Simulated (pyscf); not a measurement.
Thermochemistry of product channels of H₂N–B(NH₂)–Cl + H atom (H•) on the doublet surface, in kcal/mol, from CCSD(T)/def2-TZVPP + ΔMP2(QZVPP) energies (ideal gas, 1 atm, RRHO with modes under 100 cm⁻¹ raised to 100, one conformer, R ln 2 for chiral ones without a mode under 150 cm⁻¹). Structures and frequencies: ωB97X-D3(BJ)/def2-SVP in PySCF. MP2 and CC: frozen core, UHF for open shells. ΔMP2 is the change of the MP2 total energy from the triple- to the quadruple-zeta basis.

| products | ΔE | ΔH(298 K) | ΔG(600 K) | ΔG(900 K) |
|---|---|---|---|---|
| [H₂N–B–NH₂]• + hydrogen chloride (HCl) | +18.8 | +20.6 | +14.3 | +11.7 |
| H₂N–BH–NH₂ + Cl atom (Cl•) | +12.3 | +16.4 | +15.1 | +15.2 |

These are energies of the channels, which say nothing of barriers. The CCSD(T) − MP2 part came from Ansatz, without density fitting, on the same reference. Left out: orbital degeneracy and the spin-orbit lowering of Cl.
